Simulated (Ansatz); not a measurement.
# Al2H2O (SMILES [O]1[AlH][AlH]1): single points off equilibrium

An exercise on one series of results from a longer session: the logs are not shown, and one member is left open.

Computed with Ansatz 0.2.0, Gaussian basis. Level: single points in def2-TZVPP.

Correlated methods freeze the cores.

## The starting structure

5 atoms, charge 0, spin multiplicity 1.

Atoms are counted from 1 here; the program's logs count them from 0.

Bond lengths: O1–Al2 1.810 Å, O1–Al3 1.848 Å, Al2–Al3 2.551 Å, Al2–H4 1.624 Å, Al3–H5 1.630 Å. Angles: Al2–O1–Al3 88.4°, O1–Al2–Al3 46.4°, O1–Al2–H4 143.4°, Al3–Al2–H4 170.1°, O1–Al3–Al2 45.2°, O1–Al3–H5 142.8°, Al2–Al3–H5 171.9°.

Geometry (Å):

| atom | x (Å) | y (Å) | z (Å) |
| --- | --- | --- | --- |
| O1 | -0.7173 | 0.3549 | 0.8046 |
| Al2 | -0.5108 | -1.1836 | -0.1271 |
| Al3 | 0.7149 | 1.0542 | -0.1305 |
| H4 | -1.0828 | -2.6946 | -0.2907 |
| H5 | 1.6470 | 2.3835 | -0.2746 |

Set-up of the first run:

run/in.yaml reads:

```yaml
crystal:
  periodic: [false, false, false]
  atoms:
    - {symbol: O, position_ang: [-0.717300, 0.354900, 0.804600]}
    - {symbol: Al, position_ang: [-0.510800, -1.183600, -0.127100]}
    - {symbol: Al, position_ang: [0.714900, 1.054200, -0.130500]}
    - {symbol: H, position_ang: [-1.082800, -2.694600, -0.290700]}
    - {symbol: H, position_ang: [1.647000, 2.383500, -0.274600]}
basis:
  gaussian: {orbitals: def2-TZVPP}
correlation: {method: ccsd_t}
output: {forces: true}
```

The command line of these runs was not kept.

Steps of the session up to this table: CCSD(T)/def2-TZVPP; PBE0-D4/def2-TZVPP; wB97M-V/def2-TZVPP; r2SCAN-D4/def2-TZVPP; PBE-D4/def2-TZVPP; revPBE-D4/def2-TZVPP; wB97X-V/def2-TZVPP.

One of the session's tables, all rows but one given; the rest of the session is left out.

| method | RMS force component (eV/Å) | angle to CCSD(T) forces (°) | dipole (D) |
| --- | --- | --- | --- |
| CCSD(T) | 0.860 | reference | 0.64 |
| PBE0-D4 | 0.970 | 3.6 | 0.65 |
| wB97M-V | 0.948 | 3.5 | 0.86 |
| r2SCAN-D4 | 0.934 | 3.3 | 0.49 |
| PBE-D4 | ? | ? | ? |
| revPBE-D4 | 0.740 | 13.1 | 0.48 |
| wB97X-V | 0.995 | 2.7 | 0.72 |

Estimate the missing values for PBE-D4.

As computed: RMS force component (eV/Å): 0.786; angle to CCSD(T) forces (°): 10.1; dipole (D): 0.55. In the column «RMS force component (eV/Å)» it lies between revPBE-D4 (0.740) and CCSD(T) (0.860).
